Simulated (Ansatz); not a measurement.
`[SiH3]P`, charge 0, multiplicity 1.

(1) Give a relaxed structure at PBE0-D4/def2-TZVP (the Gaussian-basis code of Ansatz). (Best estimate.)

Results:

(1) Ansatz gave: 
Cartesian coordinates in Å:
```
Si 0.519 0.584 0.243
P -1.381 -0.586 -0.078
H 0.731 0.723 1.708
H 0.332 1.935 -0.347
H 1.724 -0.043 -0.362
H -0.793 -1.824 0.298
H -1.132 -0.790 -1.462
```
Point group Cs.
